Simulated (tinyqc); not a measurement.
UHF in the sto-3g basis, for HF, spin multiplicity 1, step by step (part 1 of 2). Computed by tinyqc, a small Python program that keeps every step (integrals from PySCF). Settings: charge = 0, multiplicity = 1, basis = sto-3g, energy threshold = 1e-09, iteration cap = 73, orthogonalisation = symmetric, start = core, DIIS depth = 3, DIIS from iteration = 2, method = UHF, break = 0.7. Command: `OMP_NUM_THREADS=1 python tinyqc.py 28087 28088 out.jsonl` (the two numbers bound the seeds that draw the settings). One thread of a shared host (Intel(R) Xeon(R) Processor @ 2.60GHz), about 0.1 s of CPU time with the checks. Later iterations appear only in the table of the cycle.

## One-electron integrals

Geometry (angstrom):
```
atom         x         y         z
F     0.000000  0.000000  0.000000
H     0.000000  0.000000  0.869000
```

Basis sto-3g: exponents (1/bohr^2) and contraction coefficients of normalised primitives:
```
element  l (shell)    exponent  coefficient
F            s (1)  166.679130     0.154329
F            s (1)   30.360812     0.535328
F            s (1)    8.216821     0.444635
F            s (2)    6.464803    -0.099967
F            s (2)    1.502281     0.399513
F            s (2)    0.488588     0.700115
F            p (3)    6.464803     0.155916
F            p (3)    1.502281     0.607684
F            p (3)    0.488588     0.391957
H            s (1)    3.425251     0.154329
H            s (1)    0.623914     0.535328
H            s (1)    0.168855     0.444635
```

Overlap, kinetic and nuclear-attraction integrals over the contracted functions; the nuclear repulsion is the sum of Za Zb / Rab.

nuclear repulsion = 5.48054649 hartree

overlap S, order 1F 1s, 1F 2s, 1F 2px, 1F 2py, 1F 2pz, 2H 1s:
```
[[1.000000, 0.237990, 0.000000, 0.000000, 0.000000, 0.055415],
 [0.237990, 1.000000, 0.000000, 0.000000, 0.000000, 0.481692],
 [0.000000, 0.000000, 1.000000, 0.000000, 0.000000, 0.000000],
 [0.000000, 0.000000, 0.000000, 1.000000, 0.000000, 0.000000],
 [0.000000, 0.000000, 0.000000, 0.000000, 1.000000, 0.365262],
 [0.055415, 0.481692, 0.000000, 0.000000, 0.365262, 1.000000]]
```

kinetic energy T (hartree), order 1F 1s, 1F 2s, 1F 2px, 1F 2py, 1F 2pz, 2H 1s:
```
[[36.984577, -0.212858, 0.000000, 0.000000, 0.000000, 0.004310],
 [-0.212858, 1.037995, 0.000000, 0.000000, 0.000000, 0.156100],
 [0.000000, 0.000000, 3.248015, 0.000000, 0.000000, 0.000000],
 [0.000000, 0.000000, 0.000000, 3.248015, 0.000000, 0.000000],
 [0.000000, 0.000000, 0.000000, 0.000000, 3.248015, 0.314349],
 [0.004310, 0.156100, 0.000000, 0.000000, 0.314349, 0.760032]]
```

nuclear attraction V (hartree), order 1F 1s, 1F 2s, 1F 2px, 1F 2py, 1F 2pz, 2H 1s:
```
[[-77.618529, -9.321733, 0.000000, 0.000000, -0.016766, -2.241225],
 [-9.321733, -12.143380, 0.000000, 0.000000, -0.197369, -4.611118],
 [0.000000, 0.000000, -12.006250, 0.000000, 0.000000, 0.000000],
 [0.000000, 0.000000, 0.000000, -12.006250, 0.000000, 0.000000],
 [-0.016766, -0.197369, 0.000000, 0.000000, -12.139074, -3.127124],
 [-2.241225, -4.611118, 0.000000, 0.000000, -3.127124, -6.425595]]
```

core Hamiltonian H = T + V (hartree), order 1F 1s, 1F 2s, 1F 2px, 1F 2py, 1F 2pz, 2H 1s:
```
[[-40.633953, -9.534590, 0.000000, 0.000000, -0.016766, -2.236915],
 [-9.534590, -11.105385, 0.000000, 0.000000, -0.197369, -4.455019],
 [0.000000, 0.000000, -8.758235, 0.000000, 0.000000, 0.000000],
 [0.000000, 0.000000, 0.000000, -8.758235, 0.000000, 0.000000],
 [-0.016766, -0.197369, 0.000000, 0.000000, -8.891060, -2.812776],
 [-2.236915, -4.455019, 0.000000, 0.000000, -2.812776, -5.665563]]
```

## Two-electron integrals

Functions are numbered as in S; the eight-fold symmetry (ij|kl) = (ji|kl) = (kl|ij) leaves the list below.

Two-electron integrals (ij|kl) in chemists' order, unique and non-zero (hartree):
```
(11|11) 5.403501   (21|11) 0.841920   (21|21) 0.156299   (22|11) 1.268028
(22|21) 0.292344   (22|22) 0.926167   (31|31) 0.027998   (32|31) 0.043169
(32|32) 0.204588   (33|11) 1.264502   (33|21) 0.292403   (33|22) 0.925959
(33|33) 0.997514   (41|41) 0.027998   (42|41) 0.043169   (42|42) 0.204588
(43|43) 0.053770   (44|11) 1.264502   (44|21) 0.292403   (44|22) 0.925959
(44|33) 0.889973   (44|44) 0.997514   (51|51) 0.027998   (52|51) 0.043169
(52|52) 0.204588   (53|53) 0.053770   (54|54) 0.053770   (55|11) 1.264502
(55|21) 0.292403   (55|22) 0.925959   (55|33) 0.889973   (55|44) 0.889973
(55|55) 0.997514   (61|11) 0.199631   (61|21) 0.036705   (61|22) 0.068075
(61|33) 0.067978   (61|44) 0.067978   (61|51) 0.001477   (61|52) 0.002752
(61|55) 0.068279   (61|61) 0.008706   (62|11) 0.461690   (62|21) 0.107684
(62|22) 0.375620   (62|33) 0.370454   (62|44) 0.370454   (62|51) 0.007224
(62|52) 0.054356   (62|55) 0.385603   (62|61) 0.025575   (62|62) 0.181025
(63|31) 0.011793   (63|32) 0.067896   (63|53) 0.011675   (63|63) 0.028097
(64|41) 0.011793   (64|42) 0.067896   (64|54) 0.011675   (64|64) 0.028097
(65|11) 0.294393   (65|21) 0.069610   (65|22) 0.260160   (65|33) 0.248705
(65|44) 0.248705   (65|51) 0.015940   (65|52) 0.104243   (65|55) 0.282782
(65|61) 0.017292   (65|62) 0.153631   (65|65) 0.157714   (66|11) 0.576766
(66|21) 0.136725   (66|22) 0.546033   (66|33) 0.526738   (66|44) 0.526738
(66|51) 0.012656   (66|52) 0.129910   (66|55) 0.583981   (66|61) 0.032745
(66|62) 0.322276   (66|65) 0.317736   (66|66) 0.774606
```

## Orthogonalisation

S = U s U^T; symmetric (Loewdin) form X = U s^(-1/2) U^T, so that X^T S X = 1.

eigenvalues of S: [0.379473, 0.846070, 1.000000, 1.000000, 1.121082, 1.653375]

X, order 1F 1s, 1F 2s, 1F 2px, 1F 2py, 1F 2pz, 2H 1s:
```
[[1.023436, -0.134944, 0.000000, 0.000000, -0.008534, 0.024170],
 [-0.134944, 1.148120, 0.000000, 0.000000, 0.093565, -0.325383],
 [0.000000, 0.000000, 1.000000, 0.000000, 0.000000, 0.000000],
 [0.000000, 0.000000, 0.000000, 1.000000, 0.000000, 0.000000],
 [-0.008534, 0.093565, 0.000000, 0.000000, 1.069509, -0.242518],
 [0.024170, -0.325383, 0.000000, 0.000000, -0.242518, 1.191604]]
```

## Starting guess

The start is the orbitals of the core Hamiltonian, with HOMO and LUMO mixed by +/-0.7 rad for the two spins; D(s) = C_occ C_occ^T for each spin.

D(alpha) at the start, order 1F 1s, 1F 2s, 1F 2px, 1F 2py, 1F 2pz, 2H 1s:
```
[[1.065232, -0.290013, 0.011991, 0.017155, -0.028795, 0.068870],
 [-0.290013, 1.321586, -0.132780, -0.189964, 0.203902, -0.447902],
 [0.011991, -0.132780, 0.863786, -0.194876, -0.085817, 0.348133],
 [0.017155, -0.189964, -0.194876, 0.721197, -0.122775, 0.498062],
 [-0.028795, 0.203902, -0.085817, -0.122775, 1.157425, -0.359681],
 [0.068870, -0.447902, 0.348133, 0.498062, -0.359681, 0.695439]]
```

D(beta) at the start, order 1F 1s, 1F 2s, 1F 2px, 1F 2py, 1F 2pz, 2H 1s:
```
[[1.065232, -0.290013, -0.011991, -0.017155, -0.028795, 0.068870],
 [-0.290013, 1.321586, 0.132780, 0.189964, 0.203902, -0.447902],
 [-0.011991, 0.132780, 0.863786, -0.194876, 0.085817, -0.348133],
 [-0.017155, 0.189964, -0.194876, 0.721197, 0.122775, -0.498062],
 [-0.028795, 0.203902, 0.085817, 0.122775, 1.157425, -0.359681],
 [0.068870, -0.447902, -0.348133, -0.498062, -0.359681, 0.695439]]
```

## Iteration 1: building the Fock matrix

J_ij = sum D_kl (ij|kl) with D = D(alpha) + D(beta), K_ij = sum D_kl (ik|jl) for each spin; F = H + J - K(s); E = tr D H + tr D J / 2 - 0.5 sum_s tr D(s) K(s) + E_nn.

Coulomb J (hartree), order 1F 1s, 1F 2s, 1F 2px, 1F 2py, 1F 2pz, 2H 1s:
```
[[20.428959, 3.896059, 0.000000, 0.000000, 0.014119, 0.915523],
 [3.896059, 9.620044, 0.000000, 0.000000, 0.095978, 3.871898],
 [0.000000, 0.000000, 9.599193, -0.041914, 0.000000, 0.000000],
 [0.000000, 0.000000, -0.041914, 9.568525, 0.000000, 0.000000],
 [0.014119, 0.095978, 0.000000, 0.000000, 9.665882, 2.704802],
 [0.915523, 3.871898, 0.000000, 0.000000, 2.704802, 5.691375]]
```

exchange K(alpha) (hartree), order 1F 1s, 1F 2s, 1F 2px, 1F 2py, 1F 2pz, 2H 1s:
```
[[5.550598, 0.958309, -0.001288, -0.001843, 0.000905, 0.234342],
 [0.958309, 1.547140, 0.006514, 0.009319, 0.015930, 0.582520],
 [-0.001288, 0.006514, 1.189762, -0.183913, 0.009658, 0.113564],
 [-0.001843, 0.009319, -0.183913, 1.055194, 0.013817, 0.162472],
 [0.000905, 0.015930, 0.009658, 0.013817, 1.330009, 0.343031],
 [0.234342, 0.582520, 0.113564, 0.162472, 0.343031, 0.548348]]
```

exchange K(beta) (hartree), order 1F 1s, 1F 2s, 1F 2px, 1F 2py, 1F 2pz, 2H 1s:
```
[[5.550598, 0.958309, 0.001288, 0.001843, 0.000905, 0.234342],
 [0.958309, 1.547140, -0.006514, -0.009319, 0.015930, 0.582520],
 [0.001288, -0.006514, 1.189762, -0.183913, -0.009658, -0.113564],
 [0.001843, -0.009319, -0.183913, 1.055194, -0.013817, -0.162472],
 [0.000905, 0.015930, -0.009658, -0.013817, 1.330009, 0.343031],
 [0.234342, 0.582520, -0.113564, -0.162472, 0.343031, 0.548348]]
```

F(alpha) (hartree), order 1F 1s, 1F 2s, 1F 2px, 1F 2py, 1F 2pz, 2H 1s:
```
[[-25.755591, -6.596840, 0.001288, 0.001843, -0.003552, -1.555734],
 [-6.596840, -3.032481, -0.006514, -0.009319, -0.117321, -1.165641],
 [0.001288, -0.006514, -0.348804, 0.141999, -0.009658, -0.113564],
 [0.001843, -0.009319, 0.141999, -0.244904, -0.013817, -0.162472],
 [-0.003552, -0.117321, -0.009658, -0.013817, -0.555187, -0.451005],
 [-1.555734, -1.165641, -0.113564, -0.162472, -0.451005, -0.522536]]
```

F(beta) (hartree), order 1F 1s, 1F 2s, 1F 2px, 1F 2py, 1F 2pz, 2H 1s:
```
[[-25.755591, -6.596840, -0.001288, -0.001843, -0.003552, -1.555734],
 [-6.596840, -3.032481, 0.006514, 0.009319, -0.117321, -1.165641],
 [-0.001288, 0.006514, -0.348804, 0.141999, 0.009658, 0.113564],
 [-0.001843, 0.009319, 0.141999, -0.244904, 0.013817, 0.162472],
 [-0.003552, -0.117321, 0.009658, 0.013817, -0.555187, -0.451005],
 [-1.555734, -1.165641, 0.113564, 0.162472, -0.451005, -0.522536]]
```

total energy of this density = -97.71634569 hartree

## Iteration 1: diagonalisation and new density

Diagonalise F' = X^T F X, C = X C', fill 5 alpha and 5 beta electrons from the bottom; D(s) = C_occ C_occ^T. Each column has its largest component positive (the first on a tie).

F' = X^T F X (alpha) (hartree):
```
[[-25.279748, -3.400562, -0.000465, -0.000665, -0.021705, -0.265763],
 [-3.400562, -1.745781, 0.028395, 0.040624, 0.023142, -0.546138],
 [-0.000465, 0.028395, -0.348804, 0.141999, 0.016592, -0.130830],
 [-0.000665, 0.040624, 0.141999, -0.244904, 0.023737, -0.187174],
 [-0.021705, 0.023142, 0.016592, 0.023737, -0.426668, -0.395507],
 [-0.265763, -0.546138, -0.130830, -0.187174, -0.395507, 0.049524]]
```

orbital energies (alpha) (hartree): [-25.765758, -1.446378, -0.604942, -0.448057, -0.213462, 0.482216]

coefficients C (alpha), order 1F 1s, 1F 2s, 1F 2px, 1F 2py, 1F 2pz, 2H 1s:
```
[[0.994557, -0.255700, 0.065472, 0.000000, 0.024920, 0.082786],
 [0.023464, 0.974887, -0.334223, 0.000000, -0.181539, -0.596156],
 [-0.000071, 0.013125, 0.094630, 0.819626, 0.530800, -0.193228],
 [-0.000102, 0.018778, 0.135384, -0.572898, 0.759397, -0.276445],
 [0.002487, 0.120705, 0.814033, 0.000000, -0.376236, -0.626667],
 [-0.006297, 0.081247, 0.333402, 0.000000, 0.359644, 1.156742]]
```

F' = X^T F X (beta) (hartree):
```
[[-25.279748, -3.400562, 0.000465, 0.000665, -0.021705, -0.265763],
 [-3.400562, -1.745781, -0.028395, -0.040624, 0.023142, -0.546138],
 [0.000465, -0.028395, -0.348804, 0.141999, -0.016592, 0.130830],
 [0.000665, -0.040624, 0.141999, -0.244904, -0.023737, 0.187174],
 [-0.021705, 0.023142, -0.016592, -0.023737, -0.426668, -0.395507],
 [-0.265763, -0.546138, 0.130830, 0.187174, -0.395507, 0.049524]]
```

orbital energies (beta) (hartree): [-25.765758, -1.446378, -0.604942, -0.448057, -0.213462, 0.482216]

coefficients C (beta), order 1F 1s, 1F 2s, 1F 2px, 1F 2py, 1F 2pz, 2H 1s:
```
[[0.994557, -0.255700, 0.065472, 0.000000, -0.024920, 0.082786],
 [0.023464, 0.974887, -0.334223, 0.000000, 0.181539, -0.596156],
 [0.000071, -0.013125, -0.094630, 0.819626, 0.530800, 0.193228],
 [0.000102, -0.018778, -0.135384, -0.572898, 0.759397, 0.276445],
 [0.002487, 0.120705, 0.814033, 0.000000, 0.376236, -0.626667],
 [-0.006297, 0.081247, 0.333402, 0.000000, -0.359644, 1.156742]]
```

D(alpha) after iteration 1, order 1F 1s, 1F 2s, 1F 2px, 1F 2py, 1F 2pz, 2H 1s:
```
[[1.059434, -0.252348, 0.015997, 0.022886, 0.015530, 0.003754],
 [-0.252348, 1.095617, -0.115194, -0.164804, -0.086035, -0.097661],
 [0.015997, -0.115194, 0.962663, -0.053417, -0.121090, 0.223515],
 [0.022886, -0.164804, -0.053417, 0.923578, -0.173239, 0.319776],
 [0.015530, -0.086035, -0.121090, -0.173239, 0.818779, 0.145881],
 [0.003754, -0.097661, 0.223515, 0.319776, 0.145881, 0.247141]]
```

D(beta) after iteration 1, order 1F 1s, 1F 2s, 1F 2px, 1F 2py, 1F 2pz, 2H 1s:
```
[[1.059434, -0.252348, -0.015997, -0.022886, 0.015530, 0.003754],
 [-0.252348, 1.095617, 0.115194, 0.164804, -0.086035, -0.097661],
 [-0.015997, 0.115194, 0.962663, -0.053417, 0.121090, -0.223515],
 [-0.022886, 0.164804, -0.053417, 0.923578, 0.173239, -0.319776],
 [0.015530, -0.086035, 0.121090, 0.173239, 0.818779, 0.145881],
 [0.003754, -0.097661, -0.223515, -0.319776, 0.145881, 0.247141]]
```

## Iteration 2: building the Fock matrix

As before.

Coulomb J (hartree), order 1F 1s, 1F 2s, 1F 2px, 1F 2py, 1F 2pz, 2H 1s:
```
[[20.498542, 3.915341, 0.000000, 0.000000, -0.000360, 0.918926],
 [3.915341, 9.706611, 0.000000, 0.000000, 0.036123, 3.881967],
 [0.000000, 0.000000, 9.696784, -0.011489, 0.000000, 0.000000],
 [0.000000, 0.000000, -0.011489, 9.688378, 0.000000, 0.000000],
 [-0.000360, 0.036123, 0.000000, 0.000000, 9.708103, 2.679336],
 [0.918926, 3.881967, 0.000000, 0.000000, 2.679336, 5.622936]]
```

exchange K(alpha) (hartree), order 1F 1s, 1F 2s, 1F 2px, 1F 2py, 1F 2pz, 2H 1s:
```
[[5.543627, 0.962083, -0.000150, -0.000215, 0.001805, 0.235797],
 [0.962083, 1.574221, -0.026886, -0.038466, -0.013055, 0.644168],
 [-0.000150, -0.026886, 1.283158, -0.050412, -0.056079, 0.043265],
 [-0.000215, -0.038466, -0.050412, 1.246272, -0.080230, 0.061898],
 [0.001805, -0.013055, -0.056079, -0.080230, 1.251433, 0.430468],
 [0.235797, 0.644168, 0.043265, 0.061898, 0.430468, 0.572320]]
```

exchange K(beta) (hartree), order 1F 1s, 1F 2s, 1F 2px, 1F 2py, 1F 2pz, 2H 1s:
```
[[5.543627, 0.962083, 0.000150, 0.000215, 0.001805, 0.235797],
 [0.962083, 1.574221, 0.026886, 0.038466, -0.013055, 0.644168],
 [0.000150, 0.026886, 1.283158, -0.050412, 0.056079, -0.043265],
 [0.000215, 0.038466, -0.050412, 1.246272, 0.080230, -0.061898],
 [0.001805, -0.013055, 0.056079, 0.080230, 1.251433, 0.430468],
 [0.235797, 0.644168, -0.043265, -0.061898, 0.430468, 0.572320]]
```

F(alpha) (hartree), order 1F 1s, 1F 2s, 1F 2px, 1F 2py, 1F 2pz, 2H 1s:
```
[[-25.679037, -6.581332, 0.000150, 0.000215, -0.018931, -1.553786],
 [-6.581332, -2.972995, 0.026886, 0.038466, -0.148191, -1.217220],
 [0.000150, 0.026886, -0.344609, 0.038923, 0.056079, -0.043265],
 [0.000215, 0.038466, 0.038923, -0.316129, 0.080230, -0.061898],
 [-0.018931, -0.148191, 0.056079, 0.080230, -0.434390, -0.563908],
 [-1.553786, -1.217220, -0.043265, -0.061898, -0.563908, -0.614947]]
```

F(beta) (hartree), order 1F 1s, 1F 2s, 1F 2px, 1F 2py, 1F 2pz, 2H 1s:
```
[[-25.679037, -6.581332, -0.000150, -0.000215, -0.018931, -1.553786],
 [-6.581332, -2.972995, -0.026886, -0.038466, -0.148191, -1.217220],
 [-0.000150, -0.026886, -0.344609, 0.038923, -0.056079, 0.043265],
 [-0.000215, -0.038466, 0.038923, -0.316129, -0.080230, 0.061898],
 [-0.018931, -0.148191, -0.056079, -0.080230, -0.434390, -0.563908],
 [-1.553786, -1.217220, 0.043265, 0.061898, -0.563908, -0.614947]]
```

total energy of this density = -98.36674893 hartree

## Iteration 2: diagonalisation and new density

As before.

F' = X^T F X (alpha) (hartree):
```
[[-25.202133, -3.406934, -0.004999, -0.007152, -0.039977, -0.253273],
 [-3.406934, -1.640165, 0.050173, 0.071781, 0.055977, -0.623265],
 [-0.004999, 0.050173, -0.344609, 0.038923, 0.072984, -0.073900],
 [-0.007152, 0.071781, 0.038923, -0.316129, 0.104415, -0.105726],
 [-0.039977, 0.055977, 0.072984, 0.104415, -0.238408, -0.551248],
 [-0.253273, -0.623265, -0.073900, -0.105726, -0.551248, 0.032184]]
```

orbital energies (alpha) (hartree): [-25.689376, -1.418132, -0.556277, -0.371815, -0.326320, 0.652661]

coefficients C (alpha), order 1F 1s, 1F 2s, 1F 2px, 1F 2py, 1F 2pz, 2H 1s:
```
[[0.994515, -0.246071, 0.090340, 0.000000, 0.016526, 0.090783],
 [0.023668, 0.917275, -0.452216, 0.000000, -0.130248, -0.622577],
 [-0.000049, -0.022779, -0.046384, 0.819626, 0.558498, -0.116713],
 [-0.000070, -0.032589, -0.066360, -0.572898, 0.799025, -0.166978],
 [0.003145, 0.144988, 0.758045, 0.000000, -0.093944, -0.779103],
 [-0.006473, 0.162581, 0.415210, 0.000000, 0.280104, 1.143617]]
```

F' = X^T F X (beta) (hartree):
```
[[-25.202133, -3.406934, 0.004999, 0.007152, -0.039977, -0.253273],
 [-3.406934, -1.640165, -0.050173, -0.071781, 0.055977, -0.623265],
 [0.004999, -0.050173, -0.344609, 0.038923, -0.072984, 0.073900],
 [0.007152, -0.071781, 0.038923, -0.316129, -0.104415, 0.105726],
 [-0.039977, 0.055977, -0.072984, -0.104415, -0.238408, -0.551248],
 [-0.253273, -0.623265, 0.073900, 0.105726, -0.551248, 0.032184]]
```

orbital energies (beta) (hartree): [-25.689376, -1.418132, -0.556277, -0.371815, -0.326320, 0.652661]

coefficients C (beta), order 1F 1s, 1F 2s, 1F 2px, 1F 2py, 1F 2pz, 2H 1s:
```
[[0.994515, -0.246071, 0.090340, 0.000000, -0.016526, 0.090783],
 [0.023668, 0.917275, -0.452216, 0.000000, 0.130248, -0.622577],
 [0.000049, 0.022779, 0.046384, 0.819626, 0.558498, 0.116713],
 [0.000070, 0.032589, 0.066360, -0.572898, 0.799025, 0.166978],
 [0.003145, 0.144988, 0.758045, 0.000000, 0.093944, -0.779103],
 [-0.006473, 0.162581, 0.415210, 0.000000, -0.280104, 1.143617]]
```

D(alpha) after iteration 2, order 1F 1s, 1F 2s, 1F 2px, 1F 2py, 1F 2pz, 2H 1s:
```
[[1.058046, -0.245182, 0.010596, 0.015159, 0.034380, -0.004305],
 [-0.245182, 1.063417, -0.072663, -0.103956, -0.197496, -0.075269],
 [0.010596, -0.072663, 0.986378, -0.019489, -0.090932, 0.133475],
 [0.015159, -0.103956, -0.019489, 0.972118, -0.130093, 0.190959],
 [0.034380, -0.197496, -0.090932, -0.130093, 0.604489, 0.311985],
 [-0.004305, -0.075269, 0.133475, 0.190959, 0.311985, 0.277332]]
```

D(beta) after iteration 2, order 1F 1s, 1F 2s, 1F 2px, 1F 2py, 1F 2pz, 2H 1s:
```
[[1.058046, -0.245182, -0.010596, -0.015159, 0.034380, -0.004305],
 [-0.245182, 1.063417, 0.072663, 0.103956, -0.197496, -0.075269],
 [-0.010596, 0.072663, 0.986378, -0.019489, 0.090932, -0.133475],
 [-0.015159, 0.103956, -0.019489, 0.972118, 0.130093, -0.190959],
 [0.034380, -0.197496, 0.090932, 0.130093, 0.604489, 0.311985],
 [-0.004305, -0.075269, -0.133475, -0.190959, 0.311985, 0.277332]]
```
